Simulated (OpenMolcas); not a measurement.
**[AlH3]− (SMILES [AlH3-]), step by step**

Wanted: a single-point energy (ROHF/pcseg-0), then a single-point energy (CASSCF(3,3)/pcseg-0), then the energy (CASPT2(3,3)/pcseg-0), then a single-point energy (SC-NEVPT2(3,3)/pcseg-0), then a single-point energy (MRCI(3,3)/pcseg-0) of [AlH3]−. 

The calculation is run with OpenMolcas 26.06.

**1. The system as given**

[AlH3]− has 4 atoms, charge -1, and is taken as a doublet. SMILES: `[AlH3-]`. The Al1–H4 distance was set to 2.106 Å, away from the relaxed value.

Bond lengths: Al1–H2 1.684 Å, Al1–H3 1.685 Å. Angles: H2–Al1–H3 101.1°.

**2. The energy at ROHF/pcseg-0 (run 1)**

Contents of coord.xyz:

```xyz
4

Al    -0.461136     0.700576    -0.142153
H      0.171844     0.999296     1.389547
H     -1.650186    -0.438634     0.215607
H      1.039250    -0.525560    -0.967690
```

Contents of step1.inp:

```
&GATEWAY
  BASLIB=$CurrDir
  COORD=coord.xyz
  BASIS=pcseg-0
  GROUP=NoSym

&SEWARD

&SCF
  UHF
  CHARGE=-1
  SPIN=2
  SCRAMBLE=0.25
  PRORBITALS=1 1

&RASSCF
  FILEORB=$Project.UnaOrb
  SPIN=2
  NACTEL=1 0 0
  INACTIVE=8
  RAS2=1
  OUTORBITALS=Canonical
  ORBLISTING=Nothing
```

The basis set pcseg-0 is read from a file made from the Basis Set Exchange's data (not shown).

Run with:

```console
$ export MOLCAS_MEM=1860
$ pymolcas step1.inp > step1.log
```

What it wrote:

```text
--- Start Module: gateway ---
[...]
--- Stop Module: gateway /rc=_RC_ALL_IS_WELL_ ---
[...]
      Basis functions           19
[...]
--- Start Module: scf ---
[...]
       Convergence after  16 Iterations
[...]
::    Total SCF energy                               -243.2710999665
[...]
      Total spin, S                                     0.5005604266
[...]
--- Stop Module: scf /rc=_RC_ALL_IS_WELL_ ---
--- Start Module: rasscf ---
[...]
      Number of active orbitals                  1
[...]
      Spin quantum number                      0.5
[...]
      Active orbitals                            1
[...]
      Number of CSFs                             1
[...]
      Number of root(s) required                 1
[...]
      Convergence after  7 iterations
[...]
      printout of CI-coefficients larger than  0.05 for root  1
      energy=    -243.270860
      conf/sym  1     Coeff  Weight
             1  u   1.00000 1.00000
      Natural orbitals and occupation numbers for root  1
      sym 1:   1.000000
      ************************************************************************************************************************
      *                                                    Final results                                                     *
[...]
::    RASSCF root number  1 Total energy:   -243.27086044
[...]
      Total electronic charge=   17.000000
      Total            charge=   -1.000000
[...]
      Dipole Moment (debye):
      Origin of the operator (angstrom)=   -0.4294    0.6312   -0.1064
                   X= -1.9043E+00               Y=  2.9710E+00               Z= -6.7763E-01           Total=  3.5934E+00
      Center of Charge (angstrom)
[...]
--- Stop Module: rasscf /rc=_RC_ALL_IS_WELL_ ---
[...]
```

Run time: 1.4 s. Hardware: 1 thread of Intel Xeon 6975P-C (Granite Rapids), shared host; peak memory 0.37 GiB.

**3. A single-point energy at CASSCF(3,3)/pcseg-0 (run 2)**

coord.xyz is that of step 2.

Contents of step2.inp:

```
* AlH3 CASSCF
&GATEWAY
BasLib=$CurrDir
Coord=coord.xyz
Basis=pcseg-0
Group=NoSym
&SEWARD
&RASSCF
FileOrb=$CurrDir/step1.RasOrb
Spin=2
Nactel=3 0 0
Inactive=7
Ras2=3
OrbListing=Nothing
```

The basis set pcseg-0 is read from a file made from the Basis Set Exchange's data (not shown).

Run with:

```console
$ export MOLCAS_MEM=1860
$ pymolcas step2.inp > step2.log
```

What it wrote:

```text
--- Start Module: gateway ---
[...]
--- Stop Module: gateway /rc=_RC_ALL_IS_WELL_ ---
--- Start Module: seward ---
[...]
      Basis functions           19
--- Stop Module: seward /rc=_RC_ALL_IS_WELL_ ---
--- Start Module: rasscf ---
[...]
      Number of active orbitals                  3
[...]
      Spin quantum number                      0.5
[...]
      Active orbitals                            3
[...]
      Number of CSFs                             8
[...]
      Number of root(s) required                 1
[...]
      Convergence after 14 iterations
[...]
      printout of CI-coefficients larger than  0.05 for root  1
      energy=    -243.288683
      conf/sym  111     Coeff  Weight
             1  2u0   0.98874 0.97761
             5  02u   0.05704 0.00325
             8  0u2   0.13344 0.01781
      Natural orbitals and occupation numbers for root  1
      sym 1:   1.956602   1.001996   0.041402
      ************************************************************************************************************************
      *                                                    Final results                                                     *
[...]
::    RASSCF root number  1 Total energy:   -243.28868309
[...]
      Total electronic charge=   17.000000
      Total            charge=   -1.000000
[...]
      Dipole Moment (debye):
      Origin of the operator (angstrom)=   -0.4294    0.6312   -0.1064
                   X= -1.4558E+00               Y=  2.5891E+00               Z= -9.0562E-01           Total=  3.1053E+00
      Center of Charge (angstrom)
[...]
--- Stop Module: rasscf /rc=_RC_ALL_IS_WELL_ ---
[...]
```

It took 1.1 s on 1 thread of Intel Xeon 6975P-C (Granite Rapids), shared host; peak memory 0.37 GiB.

**4. A single-point energy at CASPT2(3,3)/pcseg-0 (run 3)**

coord.xyz is that of step 3.

Contents of step3.input:

```
* AlH3 CASPT2

&GATEWAY
 BasLib = $CurrDir
 Coord = coord.xyz
 Basis = pcseg-0
 Group = NoSym

&SEWARD

&RASSCF
 FileOrb = $CurrDir/step2.RasOrb
 Spin = 2
 Nactel = 3 0 0
 Inactive = 7
 Ras2 = 3
 OrbListing = Nothing

&CASPT2
 Imaginary = 0.1
 Frozen = 5
```

The basis set pcseg-0 is read from a file made from the Basis Set Exchange's data (not shown).

Run with:

```console
$ export MOLCAS_MEM=1860
$ pymolcas step3.input > step3.log
```

What it wrote:

```text
--- Start Module: gateway ---
[...]
--- Stop Module: gateway /rc=_RC_ALL_IS_WELL_ ---
[...]
      Basis functions           19
[...]
--- Start Module: rasscf ---
[...]
      Number of active orbitals                  3
[...]
      Spin quantum number                      0.5
[...]
      Active orbitals                            3
[...]
      Number of CSFs                             8
[...]
      Number of root(s) required                 1
[...]
      Convergence after  4 iterations
[...]
      printout of CI-coefficients larger than  0.05 for root  1
      energy=    -243.288683
      conf/sym  111     Coeff  Weight
             1  2u0   0.98874 0.97761
             5  02u   0.05704 0.00325
             8  0u2   0.13344 0.01781
      Natural orbitals and occupation numbers for root  1
      sym 1:   1.956602   1.001996   0.041403
      ************************************************************************************************************************
      *                                                    Final results                                                     *
[...]
::    RASSCF root number  1 Total energy:   -243.28868309
[...]
      Total electronic charge=   17.000000
      Total            charge=   -1.000000
[...]
      Dipole Moment (debye):
      Origin of the operator (angstrom)=   -0.4294    0.6312   -0.1064
                   X= -1.4557E+00               Y=  2.5891E+00               Z= -9.0565E-01           Total=  3.1053E+00
      Center of Charge (angstrom)
[...]
--- Stop Module: rasscf /rc=_RC_ALL_IS_WELL_ ---
--- Start Module: caspt2 ---
[...]
 ###    WARNING: User changed nr of frozen orbitals.                         ###
 ###############################################################################
[...]
      E2 (Variational):          -0.0324691988
      Total energy:            -243.3211522869
[...]
      Reference weight:           0.98221
[...]
::    CASPT2 Root  1     Total energy:   -243.32115229
[...]
--- Stop Module: caspt2 /rc=_RC_ALL_IS_WELL_ ---
[...]
```

It took 1.1 s on 1 thread of Intel Xeon 6975P-C (Granite Rapids), shared host; peak memory 0.37 GiB.

**5. A single-point energy at SC-NEVPT2(3,3)/pcseg-0 (run 4)**

coord.xyz is that of step 4.

Contents of step4.inp:

```
* AlH3 NEVPT2

&GATEWAY
 BASLIB=$CurrDir
 COORD=coord.xyz
 BASIS=pcseg-0
 GROUP=NoSym

&SEWARD

&RASSCF
 FILEORB=$CurrDir/step2.RasOrb
 SPIN=2
 NACTEL=3 0 0
 INACTIVE=7
 RAS2=3
 ORBLISTING=Nothing

&CASPT2
 SC-NEVPT2
 FROZEN=5
```

The basis set pcseg-0 is read from a file made from the Basis Set Exchange's data (not shown).

Run with:

```console
$ export MOLCAS_MEM=1860
$ pymolcas step4.inp > step4.log
```

What it wrote:

```text
--- Start Module: gateway ---
[...]
--- Stop Module: gateway /rc=_RC_ALL_IS_WELL_ ---
[...]
      Basis functions           19
[...]
--- Start Module: rasscf ---
[...]
      Number of active orbitals                  3
[...]
      Spin quantum number                      0.5
[...]
      Active orbitals                            3
[...]
      Number of CSFs                             8
[...]
      Number of root(s) required                 1
[...]
      Convergence after  4 iterations
[...]
      printout of CI-coefficients larger than  0.05 for root  1
      energy=    -243.288683
      conf/sym  111     Coeff  Weight
             1  2u0   0.98874 0.97761
             5  02u   0.05704 0.00325
             8  0u2   0.13344 0.01781
      Natural orbitals and occupation numbers for root  1
      sym 1:   1.956602   1.001996   0.041403
      ************************************************************************************************************************
      *                                                    Final results                                                     *
[...]
::    RASSCF root number  1 Total energy:   -243.28868309
[...]
      Total electronic charge=   17.000000
      Total            charge=   -1.000000
[...]
      Dipole Moment (debye):
      Origin of the operator (angstrom)=   -0.4294    0.6312   -0.1064
                   X= -1.4557E+00               Y=  2.5891E+00               Z= -9.0565E-01           Total=  3.1053E+00
      Center of Charge (angstrom)
[...]
--- Stop Module: rasscf /rc=_RC_ALL_IS_WELL_ ---
--- Start Module: caspt2 ---
[...]
 ###    WARNING: User changed nr of frozen orbitals.                         ###
 ###############################################################################
[...]
      E2 (Variational):          -0.0318523050
[...]
      E2 (Variational):          -0.0317783923
      Total energy:            -243.3204614803
[...]
      Reference weight:           0.98289
[...]
::    SC-NEVPT2 Root  1     Total energy:   -243.32046148
[...]
--- Stop Module: caspt2 /rc=_RC_ALL_IS_WELL_ ---
[...]
```

Wall time 1.1 s (1 thread of Intel Xeon 6975P-C (Granite Rapids), shared host); peak memory 0.37 GiB.

**6. A single-point energy at MRCI(3,3)/pcseg-0 (run 5)**

coord.xyz is that of step 5.

Contents of step5.input:

```
&GATEWAY
 BASLIB=$CurrDir
 COORD=coord.xyz
 BASIS=pcseg-0
 GROUP=NoSym

&SEWARD

&RASSCF
 FILEORB=$CurrDir/step2.RasOrb
 SPIN=2
 NACTEL=3 0 0
 INACTIVE=7
 RAS2=3
 ORBLISTING=Nothing

&MOTRA
 LUMORB
 FROZEN=5

&GUGA
 ELECTRONS=7
 SPIN=2
 INACTIVE=2
 ACTIVE=3
 CIALL=1

&MRCI
 SDCI
```

The basis set pcseg-0 is read from a file made from the Basis Set Exchange's data (not shown).

Run with:

```console
$ export MOLCAS_MEM=1860
$ pymolcas step5.input > step5.log
```

What it wrote:

```text
--- Start Module: gateway ---
[...]
--- Stop Module: gateway /rc=_RC_ALL_IS_WELL_ ---
[...]
      Basis functions           19
[...]
      Number of active orbitals                  3
[...]
      Spin quantum number                      0.5
[...]
      Active orbitals                            3
[...]
      Number of CSFs                             8
[...]
      Number of root(s) required                 1
[...]
      Convergence after  4 iterations
[...]
      printout of CI-coefficients larger than  0.05 for root  1
      energy=    -243.288683
      conf/sym  111     Coeff  Weight
             1  2u0   0.98874 0.97761
             5  02u   0.05704 0.00325
             8  0u2   0.13344 0.01781
      Natural orbitals and occupation numbers for root  1
      sym 1:   1.956602   1.001996   0.041403
      ************************************************************************************************************************
      *                                                    Final results                                                     *
[...]
::    RASSCF root number  1 Total energy:   -243.28868309
[...]
      Dipole Moment (debye):
      Origin of the operator (angstrom)=   -0.4294    0.6312   -0.1064
                   X= -1.4557E+00               Y=  2.5891E+00               Z= -9.0565E-01           Total=  3.1053E+00
      Center of Charge (angstrom)
[...]
      *** WARNING: Default frozen orbitals is overwritten by user input.
      *** Default values:   2
[...]
--- Start Module: guga ---
[...]
--- Stop Module: guga /rc=_RC_ALL_IS_WELL_ ---
--- Start Module: mrci ---
[...]
       (But an ACPF correction will be computed)
       USE THE DEFAULT ACPF G-VALUE GFAC=  0.28571428571428570
[...]
                      CI ENERGY:  -243.33426354
[...]
                ACPF CORRECTION:    -0.00131382
[...]
      Total electronic charge=   17.000000
      Total            charge=   -1.000000
[...]
     ACPF CORRECTION:     -0.00131382
[...]
  CI State   1     Total energy:   -243.33426354     QDav:     -0.00186080     QACPF:     -0.00131382
[...]
--- Stop Module: mrci /rc=_RC_ALL_IS_WELL_ ---
[...]
```

Wall time 1.1 s (1 thread of Intel Xeon 6975P-C (Granite Rapids), shared host); peak memory 0.37 GiB.

**7. Results**

| quantity | value |
| --- | --- |
| run 1, ROHF/pcseg-0: total energy | -243.27086 Eh |
| run 2, CASSCF(3,3)/pcseg-0: total energy | -243.28868 Eh |
| run 3, CASPT2(3,3)/pcseg-0: total energy | -243.32115 Eh |
| run 4, SC-NEVPT2(3,3)/pcseg-0: total energy | -243.32046 Eh |
| run 5, MRCI(3,3)/pcseg-0: total energy | -243.33426 Eh |

What this shows: Mulliken charges (run 1, ROHF/pcseg-0) run from -0.44 on H4 to +0.31 on Al1; they depend strongly on the basis. Mulliken charges (run 3, CASPT2(3,3)/pcseg-0) of the CASSCF density run from -0.43 on H2 to +0.23 on Al1.
